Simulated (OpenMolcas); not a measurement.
# BH3F− (SMILES [H][B-]([H])([H])F) at 6 levels

Aim: a comparison of 6 runs (UHF/STO-3G, B2PLYP/STO-3G, B3LYP/STO-3G, M06-2X/STO-3G, SVWN5/STO-3G, MP2/STO-3G) of BH3F−. 

The results are computed with OpenMolcas 26.06.

2 further runs of the same task are left out: 1 for a known fault of the program, 1 set aside as unsound or not needed.

### 1 The system as given

BH3F− has 5 atoms, charge -1, and is taken as a singlet. SMILES: `[H][B-]([H])([H])F`. The B1–H3 distance was set to 1.533 Å, away from the relaxed value.

Bond lengths: B1–F2 1.447 Å, B1–H4 1.228 Å, B1–H5 1.226 Å. Angles: F2–B1–H4 108.4°, F2–B1–H5 108.4°, H4–B1–H5 110.5°.

### 2 A single-point energy at UHF/STO-3G (run 1)

The input, job.input:

```
&gateway
  baslib = $CurrDir
  basisset
  B.STO-3G....
  B1 -0.290467 -0.002480 0.042159 angstrom
  End of Basis
  basisset
  F.STO-3G....
  F2 -0.277617 -0.023780 1.488519 angstrom
  End of Basis
  basisset
  H.STO-3G....
  H3 1.160070 0.011720 -0.454270 angstrom
  H4 -0.880667 1.009810 -0.324851 angstrom
  H5 -0.871787 -1.006630 -0.354411 angstrom
  End of Basis

&seward

&scf
  uhf
  charge = -1
  thresholds = 1e-10 1e-07 1e-07 1e-05
  scramble = 0.25
  prorbitals = 1 1
```

The basis set STO-3G is read from a file made from the Basis Set Exchange's data (not shown).

Run with:

```console
$ export MOLCAS_MEM=1860
$ pymolcas job.input > job.log
```

The log of the run:

```text
--- Start Module: gateway ---
[...]
--- Stop Module: gateway /rc=_RC_ALL_IS_WELL_ ---
--- Start Module: seward ---
[...]
      Basis functions           13
--- Stop Module: seward /rc=_RC_ALL_IS_WELL_ ---
--- Start Module: scf ---
[...]
       Convergence after  17 Iterations
[...]
::    Total SCF energy                               -124.0053710708
[...]
      Total spin, S                                    -0.0000000000
[...]
      Total electronic charge=   18.000000
      Total            charge=   -1.000000
[...]
      Dipole Moment (debye):
      Origin of the operator (angstrom)=   -0.2746   -0.0140    0.8356
                   X= -7.4451E-01               Y= -5.3254E-02               Z=  3.0964E+00           Total=  3.1851E+00
      Center of Charge (angstrom)
[...]
--- Stop Module: scf /rc=_RC_ALL_IS_WELL_ ---
[...]
```

It took 1.5 s on 1 thread of Arm Neoverse V2, shared host; peak memory 0.37 GiB.

### 3 A single-point energy at B2PLYP/STO-3G (run 2)

The input, job.inp:

```
&gateway
 baslib
 $CurrDir
 basisset
 B.STO-3G....
 B1 -0.290467 -0.002480 0.042159 angstrom
 End of Basis
 basisset
 F.STO-3G....
 F2 -0.277617 -0.023780 1.488519 angstrom
 End of Basis
 basisset
 H.STO-3G....
 H3 1.160070 0.011720 -0.454270 angstrom
 H4 -0.880667 1.009810 -0.324851 angstrom
 H5 -0.871787 -1.006630 -0.354411 angstrom
 End of Basis

&seward
 gridinput
 Grid=UltraFine
 End of Grid

&scf
 charge
 -1
 ksdft
 B2PLYP_SCF
 thresholds
 1e-10 1e-07 1e-07 1e-05
 prorbitals
 1 1

&mbpt2
 frozen
 2
```

The basis set STO-3G is read from a file made from the Basis Set Exchange's data (not shown).

Run with:

```console
$ export MOLCAS_MEM=1860
$ pymolcas job.inp > job.log
```

The log of the run:

```text
--- Start Module: gateway ---
[...]
--- Stop Module: gateway /rc=_RC_ALL_IS_WELL_ ---
[...]
      Basis functions           13
[...]
--- Start Module: scf ---
[...]
       Convergence after  13 Iterations
[...]
::    Total KS-DFT energy                            -124.4168248130
[...]
      Total spin, S                                     0.0000000000
[...]
      Total electronic charge=   18.000000
      Total            charge=   -1.000000
[...]
      Dipole Moment (debye):
      Origin of the operator (angstrom)=   -0.2746   -0.0140    0.8356
                   X= -7.1181E-01               Y= -5.5392E-02               Z=  3.2627E+00           Total=  3.3399E+00
      Center of Charge (angstrom)
[...]
--- Stop Module: scf /rc=_RC_ALL_IS_WELL_ ---
[...]
--- Start Module: mbpt2 ---
[...]
 ###    WARNING: MP2 implementation intended for RHF references only         ###
 ###############################################################################
MBPT2 WARNING: Reference function according to RunFile:KS-DFT
I'll assume you know what you're doing and continue
WARNING!
Default frozen orbitals as non valence orbitals is overwritten by user input.
Default values:   2
[...]
       Reference weight ( Cref**2 )         =        0.95533
::    Total MBPT2 energy                             -124.4984882233
[...]
      Total MBPT2 calculations                           0.03      0.03
--- Stop Module: mbpt2 /rc=_RC_ALL_IS_WELL_ ---
[...]
```

It took 3.6 s on 1 thread of Arm Neoverse V2, shared host; peak memory 0.37 GiB.

Runs 3 to 5 aren't shown in full; the table further down has their settings and results.

### 4 A single-point energy at MP2/STO-3G (run 6)

The input, job.inp:

```
&GATEWAY
BASLIB=$CurrDir
BASISSET
B.STO-3G....
B1 -0.290467 -0.002480 0.042159 angstrom
End of Basis
BASISSET
F.STO-3G....
F2 -0.277617 -0.023780 1.488519 angstrom
End of Basis
BASISSET
H.STO-3G....
H3 1.160070 0.011720 -0.454270 angstrom
H4 -0.880667 1.009810 -0.324851 angstrom
H5 -0.871787 -1.006630 -0.354411 angstrom
End of Basis
&SEWARD
&SCF
CHARGE=-1
THRESHOLDS=1e-10 1e-07 1e-07 1e-05
PRORBITALS=1 1
&MBPT2
FROZEN=2
```

The basis set STO-3G is read from a file made from the Basis Set Exchange's data (not shown).

Run with:

```console
$ export MOLCAS_MEM=1860
$ pymolcas job.inp > job.log
```

The log of the run:

```text
--- Start Module: gateway ---
[...]
--- Stop Module: gateway /rc=_RC_ALL_IS_WELL_ ---
[...]
      Basis functions           13
[...]
--- Start Module: scf ---
[...]
       Convergence after  12 Iterations
[...]
::    Total SCF energy                               -124.0053710708
[...]
      Total spin, S                                     0.0000000000
[...]
      Total electronic charge=   18.000000
      Total            charge=   -1.000000
[...]
      Dipole Moment (debye):
      Origin of the operator (angstrom)=   -0.2746   -0.0140    0.8356
                   X= -7.4451E-01               Y= -5.3254E-02               Z=  3.0964E+00           Total=  3.1851E+00
      Center of Charge (angstrom)
[...]
--- Stop Module: scf /rc=_RC_ALL_IS_WELL_ ---
--- Start Module: mbpt2 ---
[...]
WARNING!
Default frozen orbitals as non valence orbitals is overwritten by user input.
Default values:   2
[...]
       Reference weight ( Cref**2 )         =        0.97343
::    Total MBPT2 energy                             -124.0665777008
[...]
      Total MBPT2 calculations                           0.03      0.03
--- Stop Module: mbpt2 /rc=_RC_ALL_IS_WELL_ ---
[...]
```

It took 1.4 s on 1 thread of Arm Neoverse V2, shared host; peak memory 0.37 GiB.

### 5 The series

```
run          level  scramble  frozen core orbitals  energy (Eh)  HOMO energy (eV)  LUMO energy (eV)  HOMO–LUMO gap (eV)  wall time
  1     UHF/STO-3G      0.25                     –  -124.005371             -0.39             22.66               23.06      1.5 s
  2  B2PLYP/STO-3G         –                     2  -124.438874              2.41             19.35               16.94      3.6 s
  3   B3LYP/STO-3G         –                     –  -124.621966              4.60             17.13               12.52      3.9 s
  4  M06-2X/STO-3G         –                     –  -124.616109              2.44             18.65               16.21      4.2 s
  5   SVWN5/STO-3G         –                     –  -123.627086              6.53             16.42                9.89      2.9 s
  6     MP2/STO-3G         –                     2  -124.066578             -0.39             22.66               23.06      1.4 s
```

### 6 Outcome

```
                                                    quantity          value
                                         run 6: total energy  -124.06658 Eh
                  run 6: HOMO energy (Hartree–Fock orbitals)       -0.39 eV
                  run 6: LUMO energy (Hartree–Fock orbitals)       22.66 eV
run 6: HOMO–LUMO gap (to an unbound level, set by the basis)       23.06 eV
          run 6: correlation energy (2 core orbitals frozen)      -61.2 mEh
```

**Reading.** Over runs 1, 2, 3, 4, 5 the HOMO–LUMO gap runs from 9.89 eV (SVWN5/STO-3G) to 23.06 eV (UHF/STO-3G). The empty levels of an anion lie above zero and hang on the basis. For B2PLYP the log adds the whole second-order term; the table takes 0.27 of it, as the functional is defined. Totals of different functionals can't be ranked against each other. In runs 2, 3, 4, 5 the HOMO lies above zero, so the outermost electron may be held by the basis alone. In runs 1, 2, 3, 4, 5, 6 the basis is minimal, so the values are rough. All runs together took 17 s, the longest 4.2 s.
